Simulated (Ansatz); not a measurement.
## Relaxing CsI₂

These are results of DFT PBE, scalar-relativistic, plane waves, PAW in Ansatz 0.2.0, not measurements. Cutoff 420 eV, Γ-centred k mesh, Gaussian smearing, no spin polarisation in the final step.

The start puts CsI₂ on the anti-cuprite structure type (Pn-3m, No. 224), with Cs in place of O, I in place of Cu, at a guessed volume.

```
CELL_PARAMETERS angstrom
6.65499 0.00000 0.00000
0.00000 6.65499 0.00000
0.00000 0.00000 6.65499
ATOMIC_POSITIONS crystal
Cs 0.00000 0.00000 0.00000
Cs 0.50000 0.50000 0.50000
I 0.25000 0.25000 0.25000
I 0.25000 0.75000 0.75000
I 0.75000 0.75000 0.25000
I 0.75000 0.25000 0.75000
```

Cell and atoms relax at zero pressure; the relaxation can't lower the symmetry of the start. After a coarse first stage the cell is made exact in the group found at 0.06 Å.

Formation energies are uncorrected and refer to the elements' standard structures at the same level.

Problem. Describe the relaxed structure.

Solution. It keeps Pn-3m (No. 224). The result has the cuprite structure. Conventional cell: a = 8.728 Å. Cs is coordinated by 4 I at 3.78 Å; I is coordinated by 2 Cs at 3.78 Å.

```
Cs I
1.0
     8.72831    0.00000    0.00000
     0.00000    8.72831    0.00000
     0.00000    0.00000    8.72831
Cs I
2 4
Direct
  0.00000 0.00000 0.00000
  0.50000 0.50000 0.50000
  0.25000 0.25000 0.25000
  0.25000 0.75000 0.75000
  0.75000 0.75000 0.25000
  0.75000 0.25000 0.75000
```

Problem. What are its volume, energy, density and gap?

Solution. The volume per atom is 110.83 Å³. The density is 1.93 g/cm³ and the energy over the elements is -0.57 eV/atom. The gap on the 6×6×6 mesh is 0 eV (a metal).

The final run used a 6×6×6 mesh on its 6-atom cell and 0.10 eV smearing. The k mesh leaves about 4 meV/atom of noise in metals. Spin–orbit coupling is left out. Symmetry constrained the relaxation, so the result can be a saddle point.

Cost: 3 runs of about 8.5 core-minutes in all, on AMD EPYC 7R43 (Zen 3) (shared hosts).